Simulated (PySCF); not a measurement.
## OF2: calculation against experiment

**Measured values to compare with.**

From NIST CCCBDB Release 22 (SRD 101), experimental dipoles, for the gas: dipole moment (microwave Stark effect) 0.297 D.

The results are set against them at the end.

Species: OF2.
Numbering: `[F:1][O:2][F:3]`

Cartesian coordinates in Å at the PBE0-D3(BJ)/def2-SVP level; atoms count from 1:
```xyz
3
OF2 angstrom
F     -1.0801   -0.3136    0.0057
O      0.0038    0.5396   -0.0039
F      1.0949   -0.3045    0.0096
```

The PySCF runs (gas phase, on this PBE0-D3(BJ)/def2-SVP geometry; no spin–orbit coupling):

| level | job | basis functions | wall time |
| --- | --- | --- | --- |
| PBE0-D3(BJ)/def2-SVP, grid level 1 | geometry optimisation from a GFN2-xTB start | 42 | 1.3 s |

Hardware: an Arm Neoverse V2 with one thread, shared host.

Results beside the measurements:

**Dipole moment.** Measured: 0.297 D (NIST CCCBDB Release 22 (SRD 101), experimental dipoles).

```json
{"level": "PBE0-D3(BJ)/def2-SVP", "computed (D)": "0.217", "computed − measured (D)": "-0.080"}
```

The computed dipoles belong to one fixed geometry; measured ones are averaged over vibrations unless marked μe. Magnitudes are compared, not signs.

No measured geometry was used, and the causes of the misses weren't examined.
